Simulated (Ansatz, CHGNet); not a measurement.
Voigt–Reuss–Hill shear modulus (GPa) of 23 elemental solids other than molecular ones, computed with the machine-learned potential CHGNet 0.3.0 (trained on PBE and PBE+U data) and with r²SCAN (Ansatz, an electronic-structure program, PAW). The set holds measured phases with no doubt noted on the run or the magnetic state but for the caveats below. 5 more of the class have both values but aren't in it, for one of these reasons: built or high-temperature cells, doubts on the run or the magnetic state, unlike cells, values of zero, layered or molecular crystals. Solids without a value at one level (not run, failed, or a magnetic order lost), or held back for tests, aren't counted.

All rows, in order of the shift (worked out from unrounded values):

| solid | CHGNet 0.3.0 | r²SCAN | shift (%) |
|---|---|---|---|
| bcc K | 2.76 | 1.23 | -56 |
| bcc Rb | 1.79 | 0.93 | -48 |
| bcc Li | 5.93 | 5.01 | -15.5 |
| fcc Sr | 6.01 | 5.19 | -13.6 |
| hcp Tl | 3.40 | 4.10 | +21 |
| fcc Pd | 30.6 | 39.5 | +29 |
| fcc Pt | 30.8 | 52.0 | +69 |
| diamond-structure Si | 38.7 | 68.6 | +77 |
| fcc Cu | 31.1 | 59.2 | +90 |
| fcc Ag | 14.6 | 29.8 | +104 |
| diamond | 262 | 549 | +110 |
| bcc Ba | 2.91 | 6.15 | +111 |
| fcc Ca | 4.43 | 9.46 | +113 |
| hcp Mg | 9.60 | 23.9 | +149 |
| fcc Rh | 57.7 | 164 | +184 |
| fcc Au | 7.39 | 22.7 | +207 |
| hcp Y | 7.99 | 24.7 | +210 |
| fcc Ir | 76.8 | 239 | +212 |
| hcp Zn | 14.9 | 52.7 | +253 |
| fcc Pb | 2.47 | 10.3 | +317 |
| hcp Zr | 9.48 | 40.9 | +331 |
| fcc Al | 6.65 | 35.5 | +433 |
| hcp Os | 51.2 | 281 | +450 |

The shift from CHGNet 0.3.0 to r²SCAN has a median of +111 %, and eight in ten lie between -15.1 % and +328 %; r²SCAN is the larger in 19 of 23. Each level is at its own cell, so the shift holds the change of volume too.

Ansatz's runs of these crystals have no spin polarisation. Meta-GGA and hybrid levels favour moments, which can bear on fcc Pd, fcc Pt, hcp Y, fcc Rh.

Spin–orbit coupling is left out, also for the solids with elements from indium on (fcc Pt, hcp Os, bcc Ba, hcp Tl, fcc Ir, fcc Pb, fcc Au); its size isn't shown.

Each level is taken at its own relaxed cell. Ansatz's density-functional and Hartree–Fock values are scalar-relativistic unless marked +SOC, with PAW data made under PBE.
